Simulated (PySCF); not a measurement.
ClH5PSi (charge +1).
Bonds: P1–Si2, Si2–Cl3. Hydrogens: H4, H5, H6 on P1; H7, H8 on Si2.

Computed with EOM-IP-CCSD/aug-cc-pVDZ in PySCF, restricted Hartree–Fock reference, frozen core, non-relativistic, gas phase, PBE0-D3(BJ)/def2-SVP geometry.

Hartree–Fock orbital energies give these Koopmans values (eV): HOMO 17.13, HOMO-1 17.23, HOMO-2 19.26, HOMO-3 19.47, HOMO-4 19.54.

**Question.** What vertical ionisation energies does EOM-IP-CCSD give?

**Answer.** 
```tsv
leading hole (HF orbital)	Koopmans (eV)	EOM-IP-CCSD (eV)	change (eV)	one-hole share
HOMO	17.13	16.40	-0.73	0.95
HOMO-1	17.23	16.43	-0.80	0.95
HOMO-2	19.26	18.50	-0.76	0.95
HOMO-3	19.47	18.66	-0.81	0.95
HOMO-4	19.54	18.67	-0.87	0.94
```

**Question.** Does the order of the lines follow the orbital energies?

**Answer.** Yes, no two lines change places. The corrections run from -0.87 to -0.73 eV, with a mean of -0.79 eV over the 5 lines; no line lies above its Koopmans value. Koopmans values leave out both the relaxation of the orbitals and the change in correlation energy.

**Question.** At what kinetic energies would He I light (21.22 eV) eject these electrons?

**Answer.** 4.82 eV (HOMO), 4.79 eV (HOMO-1), 2.72 eV (HOMO-2), 2.56 eV (HOMO-3), 2.55 eV (HOMO-4).

**Question.** What total energy has the lowest final state, and which wavelength reaches it?

**Answer.** E(CCSD) + ionisation energy = -1092.31025 + 0.60264 = -1091.70761 Eh, at the geometry of the initial state. The threshold wavelength is 1239.84 eV nm/16.40 eV = 75.6 nm.

Lines less than 0.15 eV apart could change places at a higher level. One root was sought for each valence orbital with −ε under 21 eV, eight at most, so deeper holes and satellites are missing; no vibrational structure.
